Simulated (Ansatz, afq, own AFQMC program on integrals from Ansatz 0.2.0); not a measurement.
## AlH3 + H, doublet in cc-pVTZ along one coordinate

```yaml
atoms:
  - { symbol: Al, position_ang: [-0.0857, 0.0000, 0.0000] }
  - { symbol: H, position_ang: [-0.8787, 1.3734, 0.0000] }
  - { symbol: H, position_ang: [-0.8787, -1.3734, 0.0000] }
  - { symbol: H, position_ang: [1.5001, 0.0000, 0.0000] }
  - { symbol: H, position_ang: [2.5523, 0.0000, 0.0000] }
```

A hydrogen atom is moved from one rigid fragment to the other; the Al1–H4 distance tells how far. The two fragments are held close together, so this isn't a minimum-energy path and the start is a compressed complex. Energies in eV count from this geometry (1.586 Å) at the same level; the start stands on UHF, each point on the determinant named.

Basis cc-pVTZ. Only valence electrons are correlated. AFQMC by an in-house program on the Cholesky factors that Ansatz 0.2.0 writes for its CCSD(T) run. ph-AFQMC/CISD is guided by a CISD state made of CCSD amplitudes; releasing the constraint for a short imaginary time cuts its bias at the price of noise, slowly where states lie close. ± is one standard error of the sampling.

```csv
r(Al1–H4) / Å,det.,T1,weight,⟨S²⟩,MP2,HF,CCSD(T)
1.674,UHF,0.017,0.92,0.77,-0.113,-0.075,-0.132
1.717,UHF,0.017,0.92,0.77,-0.175,-0.120,-0.198
1.761,UHF,0.016,0.92,0.77,-0.241,-0.174,-0.264
1.805,UHF,0.015,0.92,0.77,-0.305,-0.230,-0.323
1.893,UHF,0.014,0.92,0.76,-0.371,-0.299,-0.374
```

Task: Estimate the curve of CCSDT(Q), counted from the same start.

Result: 
```tsv
r(Al1–H4) / Å	det.	T1	weight	⟨S²⟩	CCSDT(Q)	ph-AFQMC/CISD	released AFQMC
1.674	UHF	0.017	0.92	0.77	-0.134	-0.136 ± 0.002	-0.134 ± 0.002
1.717	UHF	0.017	0.92	0.77	-0.199	-0.206 ± 0.002	-0.199 ± 0.002
1.761	UHF	0.016	0.92	0.77	-0.265	-0.265 ± 0.003	-0.264 ± 0.002
1.805	UHF	0.015	0.92	0.77	-0.324	-0.326 ± 0.003	-0.326 ± 0.002
1.893	UHF	0.014	0.92	0.76	-0.374	-0.371 ± 0.005	-0.374 ± 0.002
```

Weight is that of the determinant in the CISD state; at the start T1 is 0.016 and the weight 0.92, and ⟨S²⟩ is 0.77. Largest departures from CCSDT(Q), at the points where its series has closed: CCSD(T) 0.001 eV at 1.717 (on UHF), ph-AFQMC/CISD -0.007 eV at 1.717 (on UHF), released AFQMC -0.002 eV at 1.805 (on UHF) (within the noise), MP2 0.025 eV at 1.717 (on UHF), HF 0.094 eV at 1.805 (on UHF).

A walk keeps the symmetry of its determinant, which the program's search chose and which needn't be the lowest solution, so a lower state of the same spin and another symmetry isn't excluded. Released energies are given only where the last usable release times agree within the noise; a slower fall can still hide under it.
